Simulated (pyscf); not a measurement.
9 silicon, germanium or tin steps of one kind (insertion, closed-shell): barrier in kJ/mol, from the separated reactants or the lowest minimum found. Structures and frequencies: ωB97X-D3(BJ)/def2-SVP in PySCF. Functionals in def2-TZVP; the last column is ωB97M-D3(BJ)/def2-TZVP. Rows were drawn at random from the steps of this kind and element class whose saddle was verified and whose references are stable.

```csv
step,PBE,r²SCAN,M06-2X,ωB97M-D3(BJ)
`[NH]=[Si]` [singlet] + `[SiH4]` -> `[NH]=[SiH][SiH3]`,164.2,170.4,206.2,209.7
`[Cl][Sn][Cl]` [singlet] + `[H][H]` -> `[Cl][SnH2][Cl]`,272.5,273.9,301.6,298.0
`[S]=[Ge]` [singlet] + `[ClH]` → `[S]=[GeH][Cl]`,103.7,109.6,138.1,155.2
`[O]=[Sn]` [singlet] + `[H][H]` → `[O]=[SnH2]`,309.9,316.9,346.9,350.8
`[NH]=[Si]` [singlet] + `[FH]` → `[NH]=[SiH][F]`,117.9,126.9,167.9,157.8
`[Ge]=[Se]` [singlet] + `[H][H]` → `[GeH2]=[Se]`,249.4,256.5,281.1,283.7
`[S]=[Ge]` [singlet] + `[FH]` -> `[F][GeH]=[S]`,129.2,137.2,172.0,175.1
`[NH2][SiH]` [singlet] + `[H][H]` → `[NH2][SiH3]`,70.9,69.3,103.0,99.9
`[NH]=[Si]` [singlet] + `[NH3]` -> `[NH]=[SiH][NH2]`,170.7,177.9,214.7,218.4
```

Differences from the last column (kJ/mol): PBE: mean -40.0, median -40.9, mean size 40.0, lower in 9 of 9; r²SCAN: mean -34.4, median -33.9, mean size 34.4, lower in 9 of 9; M06-2X: mean -1.9, median -3.1, mean size 5.6, lower in 6 of 9. PBE is closest for row 2 (25.5 kJ/mol apart) and farthest for row 3 (51.6 kJ/mol). PBE, r²SCAN and M06-2X carry no added dispersion term. The last column is a level with limits of its own. Each barrier is that of the saddle found. Elements up to Kr have no core potential and no relativistic terms here. Elements past Kr carry the def2 core potentials, without spin-orbit coupling.
